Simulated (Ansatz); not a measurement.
**FHOSi: composite energy at a relaxed geometry**

A script is to give a composite energy at a relaxed geometry; the system is FHOSi.

Program: Ansatz 0.2.0, driven from Python. The levels of theory stand in the script. These are calculated values, not measurements.

### Step 1. The system

Bond lengths: O1–Si2 1.603 Å, Si2–F3 1.594 Å, O1–H4 0.962 Å. Angles: O1–Si2–F3 103.5°, Si2–O1–H4 117.5°.

The script holds or builds the structure itself.

### Step 2. Script

Input file fhosi.py:

```python
# -*- coding: utf-8 -*-
"""Relax FHOSi cheaply, then refine its energy."""

import ansatz as az
import numpy as np

BASIS = "def2-SVP"
XC = "r2scan"

mol = (
    az.Crystal.molecule()
    .atom("O", [-0.5879, 0.7498, -0.1712])
    .atom("Si", [0.293, 0.048, 0.9696])
    .atom("F", [0.9097, -1.2247, 0.2346])
    .atom("H", [-0.5593, 0.3666, -1.0533])
)

base = mol.calculation().basis(gaussian=BASIS).functional(XC)
symbols = [site.symbol for site in mol.cartesian_sites]
start = np.array([site.position_ang for site in mol.cartesian_sites], dtype=float)
rep = base.relax(force_tolerance=0.01, max_steps=100).run().report
end = np.array(rep["positions_ang"])
print("final positions (A) and the move of each atom")
for symbol, xyz, old in zip(symbols, end, start):
    print(f"{symbol:2s} {xyz[0]:10.5f} {xyz[1]:10.5f} {xyz[2]:10.5f}   {np.linalg.norm(xyz - old):7.4f}")

minimum = az.Crystal.molecule()
for symbol, place in zip(symbols, end):
    minimum = minimum.atom(symbol, place.tolist())
at_minimum = minimum.calculation()
# MP2 extrapolated to the basis limit, plus the small-basis difference CCSD(T) - MP2
level = lambda method, basis: at_minimum.basis(gaussian=basis).correlation(method).run().report
small, large, cluster = level("mp2", "cc-pVDZ"), level("mp2", "cc-pVTZ"), level("ccsd_t", "cc-pVDZ")
corr = lambda each: (each["free_energy_ev"] - each["reference_energy_ev"]) / 27.211386246
mp2_limit = (27 * corr(large) - 8 * corr(small)) / 19
pieces = {"HF / cc-pVTZ": large["reference_energy_ev"] / 27.211386246, "MP2 correlation, DZ-TZ limit": mp2_limit, "CCSD(T) - MP2 / cc-pVDZ": corr(cluster) - corr(small)}
for name, value in pieces.items():
    print(f"{name:32s} {value:14.6f} Ha")
print(f"{'sum':32s} {sum(pieces.values()):14.6f} Ha")
print("T1 diagnostic", round(cluster["correlation"]["coupled_cluster"]["t1_diagnostic"], 4))
```

### Step 3. The input behind the calls

The package turns the script's settings into the engine's input (first run):

```yaml
crystal:
  periodic: [false, false, false]
  atoms:
    - { symbol: O, position_ang: [-0.5879, 0.7498, -0.1712] }
    - { symbol: Si, position_ang: [0.293, 0.048, 0.9696] }
    - { symbol: F, position_ang: [0.9097, -1.2247, 0.2346] }
    - { symbol: H, position_ang: [-0.5593, 0.3666, -1.0533] }
basis:
  gaussian:
    orbitals: def2-SVP
hamiltonian:
  xc: r2scan
relax:
  f_tol: 0.01
  max_steps: 100
```

### Step 4. The run

Command:

```bash
$ python fhosi.py
```

Without the output at hand: what should come out? Wanted: T1 diagnostic; composite energy.

The runs gave:

| quantity | value |
| --- | --- |
| T1 diagnostic | 0.0162 |
| composite energy | -464.661245 Ha |
| runs compared | 3 |

**Reading.** All 3 runs converged, in 11 to 17 cycles. A T1 diagnostic under about 0.02 supports a single-reference treatment, as here. Run 0: After 4 moves the largest shift is 0.056 Å, of atom 2 (Si). The sum leaves out core correlation, relativity, the Hartree-Fock basis error and zero-point energy; a DZ-TZ extrapolation is rough. Inner cores stay frozen, so this is valence correlation. For Al to Cl the sets with a tight d function, cc-pV(X+d)Z, are usual. An extrapolation from small basis sets is rough.
